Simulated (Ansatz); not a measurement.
Program: Ansatz. Geometries: PBE0-D4/def2-TZVP. ΔE: electronic, gas phase. CCSD(T)/CBS is the MP2 limit (def2-TZVPP, def2-QZVPP) plus CCSD(T) − MP2 in def2-TZVPP, frozen cores. This one scheme is used for every species. Functionals use def2-TZVPP. B3LYP here is the variant with VWN-RPA as its local correlation; programs differ in this.

Reaction (silylene formation by 1,1-elimination): `CO[SiH3]` → H₂ + `CO[SiH]`

`CO[SiH3]`:

Z-matrix (Å, degrees):
```
C
O 1 1.408
H 1 1.091 2 108.3
H 1 1.096 2 111.5 3 119.2
H 1 1.096 2 111.5 3 -119.2
Si 2 1.642 1 122.4 3 -179.7
H 6 1.481 2 106.5 1 179.8
H 6 1.490 2 110.9 1 59.7
H 6 1.490 2 110.9 1 -60.1
```

H₂:

Z-matrix (Å, degrees):
```
H
H 1 0.746
```

`CO[SiH]`:

```xyz
7

C     0.345    0.355    0.618
O     0.627    0.029   -0.725
Si   -0.284   -0.740   -1.849
H     1.088   -0.116    1.266
H    -0.656    0.014    0.901
H     0.410    1.438    0.746
H    -1.530   -0.980   -0.957
```

```
          level  ΔE (eV)  difference from CCSD(T)/CBS
         PBE-D4     1.91                        -0.12
       B3LYP-D4     1.95                        -0.08
     r2SCAN0-D4     2.24                         0.21
        ωB97X-V     2.14                         0.11
          B3LYP     1.92                        -0.11
        r2SCANh     2.18                         0.15
        LC-ωPBE     2.23                         0.20
   MP2/def2-SVP     2.11                         0.08
CCSD/def2-TZVPP     2.04                         0.01
 MP2/def2-QZVPP     2.13                         0.10
    CCSD(T)/CBS     2.03                            0
```

Largest T1 diagnostic among the species: 0.015.

From BLYP to BHLYP (50 % exact exchange), in def2-TZVPP and without D4, ΔE moves by +0.43 eV. At CCSD(T), def2-SVP lies −0.05 eV from the extrapolated value and def2-TZVPP −0.04 eV. Leaving LDA and LC-ωPBE aside and taking each functional with its dispersion term where it has one, the values, not all of them listed here, spread over 0.48 eV, from BLYP-D4 to r2SCAN0-D4. LDA lies +0.25 eV from PBE without D4.
